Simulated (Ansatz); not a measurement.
Reaction: CHO (SMILES [CH]=O, doublet) → CHO- (SMILES O=[CH-]) (an electron is taken up)
Each species at its own B3LYP-D3(BJ)/def2-TZVP minimum (Ansatz, a program for electronic structure).

Total energies in hartree (Ansatz). Radicals and triplets start from unrestricted determinants; spin-orbit coupling is neglected. Correlated methods leave the cores frozen. No relativity.

```csv
species,HF/aug-cc-pVTZ,CCSD(T)/aug-cc-pVTZ,HF/aug-cc-pVQZ,CCSD(T)/aug-cc-pVQZ,CCSDT(Q)/aug-cc-pVTZ
"1: CHO (SMILES [CH]=O, doublet)",-113.29486,-113.69230,-113.30233,-113.72096,-113.69381
2: CHO- (SMILES [CH-]=O),-113.26218,-113.69980,-113.26931,-113.72909,-113.70142
```

### Question
Work out the adiabatic electron affinity (electronic), positive where energy is released in eV: take Hartree-Fock from aug-cc-pVQZ, extrapolate the CCSD(T) correlation energy as X^-3 (X = 3, 4), and add CCSDT(Q) - CCSD(T) in aug-cc-pVTZ. 1 hartree = 27.211 eV.

### Answer

Species 1: correlation (64·(-0.41863) - 27·(-0.39744))/37 = -0.43409; step -0.00151; E1 = -113.30233 + (-0.43409) + (-0.00151) = -113.73793
Species 2: correlation (64·(-0.45978) - 27·(-0.43762))/37 = -0.47595; step -0.00162; E2 = -113.26931 + (-0.47595) + (-0.00162) = -113.74688
+1·E1 -1·E2 = 0.00895 hartree = 0.24 eV.
